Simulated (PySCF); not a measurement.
How well do the runs reproduce experiment for C2H6O?

**What was measured.**

From NIST CCCBDB Release 22 (SRD 101), experimental polarizabilities, for the gas: mean polarisability 5.16 Å³.

Chong, Molecules 2021, 26, 1947 (electron spectra of vapor-phase indole and four azaindoles) lists, for the gas: C 1s binding energy of C1/C3 292.34 eV; O 1s binding energy of O2 538.74 eV.

CORE65 (Golze, Keller, Rinke, J. Phys. Chem. Lett. 2020, 11, 1840), as tabulated in Jana, Herbert, J. Chem. Phys. 2023, 158, 094111, SI lists, for the gas: C 1s binding energy of C1/C3 292.17 eV; O 1s binding energy of O2 538.36 eV.

How close the calculation comes is told at the end.

Compound: C2H6O.
Atom-mapped SMILES: `[CH3:1][O:2][CH3:3]` (hydrogens: H4, H5, H6 on C1; H7, H8, H9 on C3)

Geometry (PBE0-D3(BJ)/def2-TZVP, Å), atoms numbered from 1 in this order:
```xyz
9
C2H6O angstrom
C      1.0637    0.3487    0.3624
O      0.1681    0.3034   -0.7113
C     -1.0368   -0.3176   -0.3636
H      1.3206   -0.6601    0.7166
H      0.6505    0.9151    1.2095
H      1.9716    0.8432    0.0164
H     -0.8769   -1.3569   -0.0419
H     -1.6775   -0.3155   -1.2456
H     -1.5474    0.2187    0.4492
```

Runs made with PySCF (gas phase, on this PBE0-D3(BJ)/def2-TZVP geometry; non-relativistic but for the core-level run):

```tsv
level	job	basis functions	wall time
CAM-B3LYP/aug-cc-pVTZ	10 singlets by full TDDFT, 4 Tamm–Dancoff triplets, polarisability	276	17 s
PBE0/aug-cc-pVTZ	10 singlets by full TDDFT, 4 Tamm–Dancoff triplets, polarisability, dynamic polarisability	276	17 s
wB97X-D/aug-cc-pVTZ	10 singlets by full TDDFT, 4 Tamm–Dancoff triplets, polarisability, ΔSCF ions	276	28 s
delta-SCF UKS SCAN, pcX-3 on the ionised atom, pcseg-2 elsewhere, spin-free X2C	ΔSCF core ionisation, 2 holes	228	13 s
```

Hardware: one thread, Arm Neoverse V2 (aarch64), shared host.

Results beside the measurements:

**Mean polarisability.** Measured: 5.16 Å³ (NIST CCCBDB Release 22 (SRD 101), experimental polarizabilities).

```csv
level,computed (Å³),computed − measured (Å³),% (from the printed values)
CAM-B3LYP/aug-cc-pVTZ,5.00,-0.16,-3
PBE0/aug-cc-pVTZ,5.03,-0.13,-3
wB97X-D/aug-cc-pVTZ,4.99,-0.17,-3
```

Closest is PBE0/aug-cc-pVTZ (-0.13 Å³), furthest wB97X-D/aug-cc-pVTZ (-0.17 Å³); one molecule doesn't rank methods. All 3 levels lie below the measurement. The computed values are static and purely electronic, with core orbitals frozen in the response (1 au = 0.148185 Å³). The table of measured values doesn't say here whether a value is static or optical, or holds a vibrational part.

**Core binding energies.** PySCF, delta-SCF UKS SCAN, pcX-3 on the ionised atom, pcseg-2 elsewhere, spin-free X2C.

```json
{"level and atom": "C 1s, C1/C3", "computed (eV)": "292.17", "measured (eV)": "292.34 and 292.17", "computed − measured (eV)": "-0.17"}
{"level and atom": "O 1s, O2", "computed (eV)": "538.53", "measured (eV)": "538.74 and 538.36", "computed − measured (eV)": "-0.21"}
```

Sources, in the order of the opening: Chong, Molecules 2021, 26, 1947 (electron spectra of vapor-phase indole and four azaindoles); CORE65 (Golze, Keller, Rinke, J. Phys. Chem. Lett. 2020, 11, 1840), as tabulated in Jana, Herbert, J. Chem. Phys. 2023, 158, 094111, SI. Against the first value of each row the mean signed difference is -0.19 eV and the largest in size -0.21 eV. The computed values are vertical, without vibrational structure; measured positions hang on the energy calibration. Atoms equivalent by their bonding share one computed value, that of the first of them.

No measured geometry was used, and the causes of the misses weren't examined.
